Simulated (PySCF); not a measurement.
## What each rung costs, and what it gives

Saddle point of SiNH8F, singlet (SiH₄ + NH₃ + HF → SiH₃F ([F][SiH3]) + NH₃ + H₂; bonds formed: Si1–F7, H2–H8, H6–N9; bonds broken: Si1–H2, H6–F7, H8–N9), PBE0-D4/def2-TZVP structure:

```xyz
11
angstrom
Si -0.4766 0.9214 -1.1553
H 0.1064 -0.6043 -0.8702
H -0.6738 0.3250 -2.5402
H -0.1012 2.2957 -1.6290
H -1.8588 0.8419 -0.5987
H 0.5998 -0.0450 1.5375
F 0.3785 1.2815 0.3196
H 0.2927 -0.9530 0.1939
N 0.5365 -1.0532 1.3463
H 1.4148 -1.5251 1.5286
H -0.2183 -1.4848 1.8674
```

Barriers are electronic and count from the start structure reached by relaxing down the imaginary mode.

PySCF 2.14 with density fitting (its default auxiliary sets; JK sets also for MP2 and CCSD(T)); basis: as named in each row; cores frozen in the correlated methods. B3LYP uses VWN-RPA correlation. Extrapolation: Hartree–Fock as exp(−7.88 √X), correlation as X^−2.97.

Times are rough, for one single point on 4 threads of a shared host (Intel Xeon).

The estimate by CCSD(T) at an estimated basis limit (MP2 extrapolated from triple and quadruple zeta, plus CCSD(T) − MP2 in triple zeta) is 120.6 kJ/mol.

| method | basis | time (s) | barrier (kJ/mol) | method less estimate |
| --- | --- | --- | --- | --- |
| HF | STO-3G | 2 | 355.8 | 235.2 |
| MP2 | def2-QZVPP | 10 | 118.6 | -1.9 |
| B3LYP-D4 | 6-31G | 10 | 122.0 | 1.4 |
| PBE0-D4 | def2-SVP | 12 | 101.6 | -19.0 |
| PBE-D4 | def2-SVP | 14 | 87.1 | -33.5 |
| SPW92 | def2-TZVPP | 16 | 56.7 | -63.9 |
| PBE0-D4 | def2-TZVPP | 24 | 102.5 | -18.1 |
| B3LYP-D4 | def2-TZVPP | 24 | 111.1 | -9.4 |
| PBE-D4 | def2-TZVPP | 26 | 90.9 | -29.6 |
| BHLYP-D4 | def2-TZVPP | 26 | 122.7 | 2.1 |
| r2SCAN-D4 | def2-TZVPP | 46 | 92.2 | -28.4 |
| CCSD(T) | def2-SVP | 110 | 135.9 | 15.3 |
| wB97M-V | def2-TZVPP | 510 | 111.8 | -8.7 |
| CCSD(T) | def2-TZVPP | 800 | 125.4 | 4.9 |

All methods are single points on the PBE0-D4 structures.

T1 diagnostic: at most 0.012.

Labels in which every atom is bracketed show which atoms are joined, not bond orders.
